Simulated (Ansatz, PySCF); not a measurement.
C₃H₈, SMILES CCC. Atoms are numbered in the order given.

```xyz
11

C      1.2754     0.0000     0.2585
C      0.0000     0.0000    -0.5841
C     -1.2754     0.0000     0.2585
H      2.1800     0.0000    -0.3705
H      1.3222    -0.8885     0.9107
H      1.3222     0.8885     0.9107
H      0.0000     0.8807    -1.2507
H      0.0000    -0.8807    -1.2507
H     -2.1800     0.0000    -0.3705
H     -1.3222     0.8885     0.9107
H     -1.3222    -0.8885     0.9107
```

The structure is a stationary point at B3LYP-D3(BJ)/def2-SVP.

Two levels are set side by side: PBE-D3(BJ)/def2-SVP (Ansatz, a quantum-chemistry and plane-wave program) and B3LYP-D3(BJ)/def2-SVP (Ansatz). Each level has its own optimised geometry; the coordinates shown are those of the second. Frequencies come from the Hessian of PySCF at each geometry. Differences are taken from unrounded values.

```tsv
quantity	B3LYP-D3(BJ)
mean bond length (Å)	1.188
bond C1–C2 (Å)	1.529
bond C2–C3 (Å)	1.529
bond C1–H4 (Å)	1.102
bond C1–H5 (Å)	1.103
bond C1–H6 (Å)	1.103
bond C2–H7 (Å)	1.105
bond C2–H8 (Å)	1.105
bond C3–H9 (Å)	1.102
bond C3–H10 (Å)	1.103
bond C3–H11 (Å)	1.103
highest harmonic wavenumber (cm⁻¹)	3106
mean harmonic wavenumber (cm⁻¹)	1672
zero-point energy (kcal/mol)	64.53
```

### Question
What does PBE-D3(BJ) give, and how far is it from B3LYP-D3(BJ)? (An estimate is asked for; the answer gives what the named calculation found.)

### Answer

```tsv
quantity	PBE-D3(BJ)	PBE-D3(BJ) minus B3LYP-D3(BJ)
mean bond length (Å)	1.194	0.006
bond C1–C2 (Å)	1.530	0.001
bond C2–C3 (Å)	1.530	0.001
bond C1–H4 (Å)	1.109	0.007
bond C1–H5 (Å)	1.111	0.007
bond C1–H6 (Å)	1.111	0.007
bond C2–H7 (Å)	1.112	0.008
bond C2–H8 (Å)	1.112	0.008
bond C3–H9 (Å)	1.109	0.007
bond C3–H10 (Å)	1.111	0.007
bond C3–H11 (Å)	1.111	0.007
highest harmonic wavenumber (cm⁻¹)	3056	-50
mean harmonic wavenumber (cm⁻¹)	1631	-40
zero-point energy (kcal/mol)	62.97	-1.56
```

GGA bonds tend to be longer and softer than those of functionals with exact exchange. Differences between two approximate levels are no errors against the true value.
